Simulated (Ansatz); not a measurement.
# [SnF3]-: reading failed and doubtful runs

Aim: try 2 inputs for [SnF3]- as typed, read how each ends, and find what has to change.

Method: the settings change from run to run; program: Ansatz 0.2.0, Gaussian basis.

1 further run of the same task is left out (set aside as unsound or not needed). Runs told in other sessions of the task aren't counted.

**1. The molecule**

The geometry comes from an earlier relaxation with PBE0-D4 in a triple-zeta def2 set; it is a stationary point. Sn takes a core potential in def2 sets; no spin-orbit term is included.

4 atoms, charge -1, spin multiplicity 1.

Atoms are counted from 1 here; the program's logs count them from 0.

Bond lengths: Sn1–F2 1.999 Å, Sn1–F3 1.999 Å, Sn1–F4 1.999 Å. Angles: F2–Sn1–F3 95.1°, F2–Sn1–F4 95.1°, F3–Sn1–F4 95.1°.

**2. Attempt 1**

in.yaml

```yaml
crystal:
  periodic: [false, false, false]
  atoms:
    - {symbol: Sn, position_ang: [0.053527, -0.022775, 0.784109]}
    - {symbol: F, position_ang: [1.623628, -0.060951, -0.265909]}
    - {symbol: F, position_ang: [-0.846426, 1.491040, -0.220628]}
    - {symbol: F, position_ang: [-0.832000, -1.432495, -0.231771]}
basis:
  gaussian: {orbitals: def2-TZVP, nuclear_model: gaussian}
total_charge: -1
magnetization: {spin_polarized: true, initial_magnetization: 6}
hamiltonian: {xc: {name: r2SCAN}}
scf: {omitted_lower_state_checks: [starts]}
output: {forces: true}
```

Command:

```sh
$ ansatz run in.yaml --threads 4 --pin off --events-out ev --progress --plain --max-ram 3916MiB
```

Standard output:

```text
Functional definition: r2SCAN
  name "r2SCAN"
  cite "Furness, Kaplan, Ning, Perdew & Sun, J. Phys. Chem. Lett. 11, 8208 (2020) doi:10.1021/acs.jpclett.0c02405"
  cite "Furness, Kaplan, Ning, Perdew & Sun, J. Phys. Chem. Lett. 11, 9248 (2020) doi:10.1021/acs.jpclett.0c03077"
  parent r2scan
  parameter k0 = 0.174
  parameter k1 = 0.065
  parameter a1 = 4.9479
  exchange = r2scan_x(k0 = k0, k1 = k1, a1 = a1)
  correlation = r2scan_c
these checks for a lower state are left out or cut short: starts
856 factors; their error is unknown
mean field evaluation 1: about -13957.4878 eV, gradient 5.1e1 eV
mean field evaluation 2: about -13906.8187 eV, gradient 1.3e2 eV
mean field evaluation 4: about -13958.8243 eV, gradient 5.0e1 eV
mean field evaluation 8: about -13961.9237 eV, gradient 4.0e1 eV
mean field evaluation 16: about -13970.0448 eV, gradient 1.0e-1 eV
mean field evaluation 32: about -13970.0549 eV, gradient 1.3e-4 eV
mean field -13970.05494544 eV, -513.3900500016 hartree, gradient 1.0e-7 eV, S^2 12.010435; 0 other end points of the search recorded, 0 dependent functions left out
the calculation of the forces begins
reference -13970.05496366 eV, -513.3900506712 hartree; 28, 22 occupied and 115, 121 virtual orbitals, 856 factors
Total energy: -13970.05496366 eV, -513.3900506712 hartree
Atom 0 at     0.053527    -0.022775     0.784109 Å, force    -0.605718     0.505473     8.994943 eV/Å
Atom 1 at     1.623628    -0.060951    -0.265909 Å, force     5.101774    -0.300112    -3.589703 eV/Å
Atom 2 at    -0.846426     1.491040    -0.220628 Å, force    -2.219278     3.838056    -2.459489 eV/Å
Atom 3 at    -0.832000    -1.432495    -0.231771 Å, force    -2.276779    -4.043417    -2.945751 eV/Å
Dipole moment:    -0.142679     0.088019    -0.656190 e Å
Checks for a lower state left out: starts
```

Wall time 20 s (4 threads of Arm Neoverse V1, shared host).

**Diagnosis.** The run converged, but a converged run isn't a right one. The spin is set far too high for this molecule. Its coordinates are also moved off the relaxed structure (shortest distance 1.89 Å, against 2.00 Å), and have to be restored too. It asks for 6 unpaired electrons; the ground state has 0. Its energy belongs to an excited spin state, not the ground state. Fix: set initial_magnetization back to that of the ground state.

**3. Attempt 2**

in.yaml

```yaml
crystal:
  periodic: [false, false, false]
  atoms:
    - {symbol: Sn, position_ang: [-0.005751, 0.005566, 0.785223]}
    - {symbol: D, position_ang: [1.703900, -0.031041, -0.249234]}
    - {symbol: F, position_ang: [-0.823719, 1.486887, -0.278260]}
    - {symbol: F, position_ang: [-0.874430, -1.461412, -0.257719]}
basis:
  gaussian: {orbitals: def2-SVPD}
total_charge: -1
hamiltonian: {xc: {name: PBE}}
scf: {omitted_lower_state_checks: [starts]}
```

Same command.

Standard output:

```text
Error: YAML parse error: error: line 5 column 16: `D` is not an element symbol (H … Og, case-exact)
 --> <input>:5:16
  |
3 |   atoms:
4 |     - {symbol: Sn, position_ang: [-0.005751, 0.005566, 0.785223]}
5 |     - {symbol: D, position_ang: [1.703900, -0.031041, -0.249234]}
  |                ^ `D` is not an element symbol (H … Og, case-exact)
6 |     - {symbol: F, position_ang: [-0.823719, 1.486887, -0.278260]}
7 |     - {symbol: F, position_ang: [-0.874430, -1.461412, -0.257719]}
  |
```

Run time: 0.05 s. Hardware: 4 threads of Arm Neoverse V1, shared host.

Diagnosis: The program refused the input. An element symbol is wrong. Cure: correct the symbol.

**4. Summary**

```
attempt             level      ended                                           cause    time
      1  r2SCAN/def2-TZVP  converged  the spin is set far too high for this molecule    20 s
      2     PBE/def2-SVPD    refused                      an element symbol is wrong  0.05 s
```

**Reading.** 1 converged, 1 refused. A refusal costs next to no computing time. The dangerous case is the input that converges on a wrong geometry, charge, spin, basis or grid: often only a look at the input shows it.
